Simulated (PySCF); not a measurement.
# Multinuclear NMR of C$_{4}$H$_{9}$F

Geometry:
| atom | x (Å) | y (Å) | z (Å) |
| --- | --- | --- | --- |
| C1 | 1.382 | 0.011 | -0.446 |
| C2 | 0.081 | -0.075 | 0.323 |
| C3 | -0.799 | -1.203 | -0.172 |
| C4 | -0.652 | 1.249 | 0.353 |
| F5 | 0.418 | -0.380 | 1.655 |
| H6 | 1.190 | 0.219 | -1.501 |
| H7 | 2.010 | 0.808 | -0.045 |
| H8 | 1.928 | -0.932 | -0.372 |
| H9 | -1.112 | -1.019 | -1.202 |
| H10 | -1.690 | -1.289 | 0.451 |
| H11 | -0.257 | -2.150 | -0.140 |
| H12 | -0.012 | 2.025 | 0.777 |
| H13 | -0.941 | 1.550 | -0.655 |
| H14 | -1.553 | 1.169 | 0.964 |

PySCF 2.14.0 with density-fitted response routines calculation with geometry from PBE0-D3(BJ)/def2-TZVP and σ from GIAO-B97-2/pcSseg-2; single conformer, one averaged value for each set of equivalent atoms, no solvent, non-relativistic.

Task: Predict the ¹⁹F NMR data.

Result: 
```csv
atoms,environment,σ (ppm),δ (ppm)
F5,fluorine on an sp3 carbon,335.3,-145.3
```

Shieldings were converted by a linear fit to measured shifts: ¹⁹F: δ = 163.32 − 0.949σ +9.6 on sp3 carbon (rms 4.2 ppm, 161 shifts, 5.7 ppm with the 8 outliers that the fit left out vs CFCl3, solution or neat liquid). A few per cent of atoms miss by over 2 rms, more outside the fitted compound classes.

On a 500 MHz spectrometer ¹⁹F resonates near 470.5 MHz, so 1 ppm is 470.5 Hz.
